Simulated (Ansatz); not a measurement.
# Rubidium, bcc under r²SCAN: how the plane-wave cutoff moves the result

How high must the plane-wave cutoff be for energy and pressure to settle? The geometry was relaxed under r²SCAN beforehand and stays fixed; 9 values are run, from 150 to 800 eV. Wanted are the values from which on the energy stays within 10 and 1 meV/atom, and the pressure within 0.5 GPa, of the last run. Within the series other settings stay, but some runs also write fields, which adds to their time. Spin polarisation is left out.

Method: DFT r²SCAN, plane waves with PAW, scalar-relativistic, in Ansatz 0.2.0.

## 1. The structure to begin with

It takes space group Im-3m (No. 229, cubic). Conventional cell: a = 5.735 Å, b = 5.735 Å, c = 5.735 Å, α = 90.00°, β = 90.00°, γ = 90.00°.

As a file:

```cif
data_structure
_symmetry_space_group_name_H-M 'P 1'
_symmetry_Int_Tables_number 1
_cell_length_a 4.9670
_cell_length_b 4.9670
_cell_length_c 4.9670
_cell_angle_alpha 109.471
_cell_angle_beta 109.471
_cell_angle_gamma 109.471
_cell_volume 94.33
loop_
_atom_site_label
_atom_site_type_symbol
_atom_site_fract_x
_atom_site_fract_y
_atom_site_fract_z
_atom_site_occupancy
Rb1 Rb 0.00000 0.00000 0.00000 1
```

## 2. A run at the usual settings, for scale

input.yaml reads:

```yaml
crystal:
  lattice:
    - [-2.867720231, 2.867720231, 2.867720231]
    - [2.867720231, -2.867720231, 2.867720231]
    - [2.867720231, 2.867720231, -2.867720231]
  atoms:
    - { symbol: Rb, position: [0.0, 0.0, 0.0] }
hamiltonian:
  xc: r2scan
  pseudopotentials:
    kind: paw
    azcp:
      Rb: "pseudopotentials/Rb.paw.azcp"
basis:
  ecutwfc: 500
  fft_grid_basis: typed
kpoints:
  mp_grid: { grid: [13, 13, 13], shift: [0, 0, 0] }
magnetization:
  spin_polarized: false
scf:
  occupations: { method: fermi_dirac, width: 0.1 }
  lower_state_search: "off"
output:
  stress: true
  write_density: true
  write_potential: true
  elf: true
  volumetric_format: npy
```

Run with:

```bash
> ansatz run input.yaml --threads 2 --pin off --max-ram 5120MiB --backend cpu --events-out ev --progress --plain --runs-dir out
```

## 3. Run at 150 eV

The run at 150 eV.

Changes to input.yaml since step 2:

```diff
@@ -14,6 +14,6 @@
 basis:
-  ecutwfc: 500
+  ecutwfc: 150
   fft_grid_basis: typed
 kpoints:
-  mp_grid: { grid: [13, 13, 13], shift: [0, 0, 0] }
+  mp_grid: { grid: [8, 8, 8], shift: [0, 0, 0] }
 magnetization:
@@ -25,5 +25 @@
   stress: true
-  write_density: true
-  write_potential: true
-  elf: true
-  volumetric_format: npy
```

## 4. Run at 200 eV

The run at 200 eV.

Changes to input.yaml since step 3:

```diff
@@ -14,3 +14,3 @@
 basis:
-  ecutwfc: 150
+  ecutwfc: 200
   fft_grid_basis: typed
```

## 5. Run at 250 eV

The run at 250 eV.

Changes to input.yaml since step 4:

```diff
@@ -14,3 +14,3 @@
 basis:
-  ecutwfc: 200
+  ecutwfc: 250
   fft_grid_basis: typed
@@ -25 +25,5 @@
   stress: true
+  write_density: true
+  write_potential: true
+  elf: true
+  volumetric_format: npy
```

## 6. Run at 300 eV

The run at 300 eV.

Changes to input.yaml since step 5:

```diff
@@ -14,3 +14,3 @@
 basis:
-  ecutwfc: 250
+  ecutwfc: 300
   fft_grid_basis: typed
@@ -25,5 +25 @@
   stress: true
-  write_density: true
-  write_potential: true
-  elf: true
-  volumetric_format: npy
```

## 7. Run at 350 eV

The run at 350 eV.

Changes to input.yaml since step 6:

```diff
@@ -14,3 +14,3 @@
 basis:
-  ecutwfc: 300
+  ecutwfc: 350
   fft_grid_basis: typed
```

## 8. Run at 420 eV

The run at 420 eV.

Changes to input.yaml since step 7:

```diff
@@ -14,3 +14,3 @@
 basis:
-  ecutwfc: 350
+  ecutwfc: 420
   fft_grid_basis: typed
@@ -25 +25,5 @@
   stress: true
+  write_density: true
+  write_potential: true
+  elf: true
+  volumetric_format: npy
```

## 9. Run at 500 eV

The run at 500 eV.

Changes to input.yaml since step 8:

```diff
@@ -14,3 +14,3 @@
 basis:
-  ecutwfc: 420
+  ecutwfc: 500
   fft_grid_basis: typed
@@ -25,5 +25 @@
   stress: true
-  write_density: true
-  write_potential: true
-  elf: true
-  volumetric_format: npy
```

## 10. Run at 600 eV

The run at 600 eV.

Changes to input.yaml since step 9:

```diff
@@ -14,3 +14,3 @@
 basis:
-  ecutwfc: 500
+  ecutwfc: 600
   fft_grid_basis: typed
```

## 11. Run at 800 eV

The run at 800 eV.

Changes to input.yaml since step 10:

```diff
@@ -14,3 +14,3 @@
 basis:
-  ecutwfc: 600
+  ecutwfc: 800
   fft_grid_basis: typed
```

(Steps that only read results are left out.)

What does the calculation give?

As calculated:

| quantity | value |
| --- | --- |
| E(σ → 0) stays within 10 meV/atom of 800 eV | from 350 eV on |
| E(σ → 0) stays within 1 meV/atom | from 600 eV on |
| pressure stays within 0.5 GPa | from 150 eV on |
| pressure at 800 eV | 0.02 GPa |
| CPU time, dearest over cheapest | 8 |
| run at the usual settings (mesh 13×13×13 against the series' 8×8×8, 500 eV) | -1.7 meV/atom from 800 eV, 0.02 GPa |

What this shows: At 150 eV the energy differs by +1049 meV/atom and the pressure by 0.0 GPa. Each step up in cutoff lowers the energy. Total energies within 1 meV/atom need 600 eV; differences between like structures often settle sooner. The cell taken over is 8 % larger than the measured one (87.10 Å³/atom, COD), which weighs on all values here.
